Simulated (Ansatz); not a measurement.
For chalcopyrite ZnSnAs2, PBEsol in Ansatz (plane waves, PAW) gives:

* **lattice constant a**: 5.838 Å
* **c axis length**: 11.740 Å
* **cohesive energy**: 3.14 eV/atom
* **band gap at the measured cell (atoms relaxed with PBEsol)**: 0.00 eV

Q: What does HSE06 (PAW; Ansatz, a program for electronic structure) give for the same quantities?

A: 
- lattice constant a: 5.885 Å (increases by 0.8 %)
- lattice parameter c: 11.789 Å (increases by 0.4 %)
- cohesive energy: 2.72 eV/atom (drops by 0.42 eV/atom)
- band gap at the measured cell (atoms relaxed with PBEsol): 0.72 eV (goes up by 0.72 eV)

For comparison: band gap 0.75 eV (measured, temperature not stated, no zero-point or thermal correction, direct or pseudo-direct at Γ, sources range from 0.65 to 0.75; as tabulated in Ghosh et al. (2024), arXiv:2401.16805).

Changes are worked out from the printed values.

Unless a cell is named, each level is at its own relaxed cell (PBEsol 25.01, HSE06 25.52 Å³/atom).

Levels without +SOC leave out spin–orbit coupling, which shifts energies and cells of such heavy elements.

Spin–orbit coupling is included only where a level's name says +SOC; with heavier elements it mostly lowers gaps and can invert bands. A gap of zero means that the bands touch or overlap. Density-functional gaps are differences of (generalised) Kohn–Sham levels.

Ansatz's density-functional and Hartree–Fock values are scalar-relativistic unless marked +SOC, with PAW data made under PBE.
